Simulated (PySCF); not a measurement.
Propane, C3H8.
Atom-mapped SMILES: `[CH3:1][CH2:2][CH3:3]` (hydrogens: H4, H5, H6 on C1; H7, H8 on C2; H9, H10, H11 on C3)

The same species was optimised twice, with GFN2-xTB and with PBE0-D3(BJ)/def2-SVP (PySCF), and the same property calculations (PySCF, gas phase) were run on both structures.

```tsv
coordinate	GFN2-xTB	PBE0-D3(BJ)/def2-SVP	change
C3–H11 (Å)	1.088	1.103	+0.015
C1–H6 (Å)	1.088	1.103	+0.015
C1–H5 (Å)	1.088	1.102	+0.014
C3–H10 (Å)	1.088	1.102	+0.014
C3–H9 (Å)	1.088	1.101	+0.013
C1–H4 (Å)	1.088	1.101	+0.013
C2–H8 (Å)	1.092	1.104	+0.012
C2–H7 (Å)	1.092	1.104	+0.012
C2–C3 (Å)	1.524	1.521	-0.003
C1–C2 (Å)	1.524	1.521	-0.003
H7–C2–H8 (°)	107.7	105.6	-2.1
C1–C2–C3 (°)	111.6	113.2	+1.6
C2–C1–H4 (°)	110.7	111.8	+1.1
H10–C3–H11 (°)	108.3	107.2	-1.1
H5–C1–H6 (°)	108.3	107.2	-1.1
C2–C3–H9 (°)	110.8	111.8	+1.0
H9–C3–H11 (°)	108.4	107.5	-0.9
H4–C1–H5 (°)	108.4	107.6	-0.8
```

Rotational constants: A = 29389, B = 8588, C = 7584 MHz (GFN2-xTB) against A = 29539, B = 8431, C = 7477 MHz (PBE0-D3(BJ)/def2-SVP). Point groups within 0.08 Å: C2v and C2v. Atoms that the bonding makes alike are paired by their places after alignment.

On the GFN2-xTB structure: HOMO (eV) -9.24 [PBE0/pcSseg-1]; LUMO (eV) 1.63 [PBE0/pcSseg-1]; dipole (D) 0.07 [PBE0/pcSseg-1]; GIAO shielding of C1/C3 (mean) (ppm) 168.1 [PBE0/pcSseg-1]; GIAO shielding of C2 (ppm) 166.1 [PBE0/pcSseg-1].

Task: What do these properties become on the PBE0-D3(BJ)/def2-SVP structure?

Result: 
```
                                    property          level  on GFN2-xTB  on PBE0-D3(BJ)/def2-SVP  change
                                   HOMO (eV)  PBE0/pcSseg-1        -9.24                    -9.11   +0.13
                                   LUMO (eV)  PBE0/pcSseg-1         1.63                     1.60   -0.03
                                  dipole (D)  PBE0/pcSseg-1         0.07                     0.07    0.00
energy, GFN2-xTB geometry as zero (kcal/mol)  PBE0/pcSseg-1          0.0                     -0.3    -0.3
        GIAO shielding of C1/C3 (mean) (ppm)  PBE0/pcSseg-1        168.1                    166.2    -1.9
                  GIAO shielding of C2 (ppm)  PBE0/pcSseg-1        166.1                    164.9    -1.2
```

The heavy atoms differ by 0.011 Å rms after alignment. Among all bonds C1–H5, C1–H6, C3–H10 and C3–H11 change most and about equally (+0.014 to +0.015 Å). Changes are differences of the printed values. Neither structure is proved a minimum here.
